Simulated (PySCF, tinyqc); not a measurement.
Worked calculation: FCI on RHF in the sto-3g basis, frozen core, for HF, spin multiplicity 1. The lowest restricted solution is unstable here: a spin-polarised one lies 0.0001 hartree lower (PySCF). One step of it, computed by the program tinyqc.

Question. FCI: determinants and Hamiltonian. Slater-Condon rules over spin orbitals, with the nuclear repulsion and the energy of the frozen orbital added and E(HF) subtracted on the diagonal. Only determinants linked to the reference directly or through others are kept (one block of an abelian symmetry group), so some states are absent.

one-electron integrals dressed by the frozen orbital, h + 2 (pq|11) - (p1|1q) (hartree), order 2, 3, 4, 5, 6:
$$\begin{pmatrix}
-6.743783 & 0.274013 & 0.000000 & 0.000000 & 0.514393 \\
0.274013 & -5.109106 & 0.000000 & 0.000000 & 1.403644 \\
0.000000 & 0.000000 & -6.120290 & 0.000000 & 0.000000 \\
0.000000 & 0.000000 & 0.000000 & -6.120290 & 0.000000 \\
0.514393 & 1.403644 & 0.000000 & 0.000000 & -4.339929
\end{pmatrix}$$

energy of the frozen orbital, 2 h_11 + (11|11) = -75.52565649 hartree

Two-electron integrals over orbitals (pq|rs), unique and non-zero (hartree); the lowest 1 orbital is frozen and left out:
```
(22|22) 0.870448    (32|22) -0.044449   (32|32) 0.137838    (33|22) 0.698862
(33|32) -0.017107   (33|33) 0.684639    (42|42) 0.188662    (43|42) -0.029484
(43|43) 0.036397    (44|22) 0.893475    (44|32) -0.067856   (44|33) 0.685870
(44|44) 0.997514    (52|52) 0.188662    (53|52) -0.029484   (53|53) 0.036397
(54|54) 0.053770    (55|22) 0.893475    (55|32) -0.067856   (55|33) 0.685870
(55|44) 0.889973    (55|55) 0.997514    (62|22) -0.089995   (62|32) -0.074091
(62|33) -0.023058   (62|44) -0.088817   (62|55) -0.088817   (62|62) 0.091691
(63|22) -0.230104   (63|32) 0.082701    (63|33) -0.096161   (63|44) -0.241167
(63|55) -0.241167   (63|62) 0.038839    (63|63) 0.226332    (64|42) -0.029843
(64|43) -0.021650   (64|64) 0.029305    (65|52) -0.029843   (65|53) -0.021650
(65|65) 0.029305    (66|22) 0.643519    (66|32) 0.048329    (66|33) 0.651523
(66|44) 0.626923    (66|55) 0.626923    (66|62) -0.055207   (66|63) -0.024880
(66|66) 0.679535
```

nuclear repulsion = 3.93602884 hartree

Hartree-Fock energy = -98.51980156 hartree

Give: determinants; H - E(HF) between determinants.

Answer.

Occupation strings over the orbitals (2 doubly, a alpha, b beta, 0 empty; spin orbitals ordered 1a 1b 2a 2b ...): 222220 22a22b 2a222b 22b22a 2b222a 222202 222022 220222 2ab222 2ba222 202222

H - E(HF) between determinants (hartree):
```
         222220   22a22b   2a222b   22b22a   2b222a   222202   222022   220222
222220   0.0000   0.0000   0.0000   0.0000   0.0000   0.0293   0.0293   0.2263
22a22b   0.0000   0.4499  -0.0095  -0.2263  -0.0388   0.0216   0.0216   0.0713
2a222b   0.0000  -0.0095   1.2463  -0.0388  -0.0917   0.0298   0.0298  -0.0827
22b22a   0.0000  -0.2263  -0.0388   0.4499  -0.0095  -0.0216  -0.0216  -0.0713
2b222a   0.0000  -0.0388  -0.0917  -0.0095   1.2463  -0.0298  -0.0298   0.0827
222202   0.0293   0.0216   0.0298  -0.0216  -0.0298   0.9163   0.0538   0.0364
222022   0.0293   0.0216   0.0298  -0.0216  -0.0298   0.0538   0.9163   0.0364
220222   0.2263   0.0713  -0.0827  -0.0713   0.0827   0.0364   0.0364   0.9610
2ab222  -0.0388   0.0827  -0.2052  -0.0321   0.0741   0.0295   0.0295   0.0749
2ba222   0.0388  -0.0321   0.0741   0.0827  -0.2052  -0.0295  -0.0295  -0.0749
202222   0.0917   0.0741   0.0348  -0.0741  -0.0348   0.1887   0.1887   0.1378

         2ab222   2ba222   202222
222220  -0.0388   0.0388   0.0917
22a22b   0.0827  -0.0321   0.0741
2a222b  -0.2052   0.0741   0.0348
22b22a  -0.0321   0.0827  -0.0741
2b222a   0.0741  -0.2052  -0.0348
222202   0.0295  -0.0295   0.1887
222022   0.0295  -0.0295   0.1887
220222   0.0749  -0.0749   0.1378
2ab222   1.7795  -0.1378   0.1023
2ba222  -0.1378   1.7795  -0.1023
202222   0.1023  -0.1023   2.7555
```
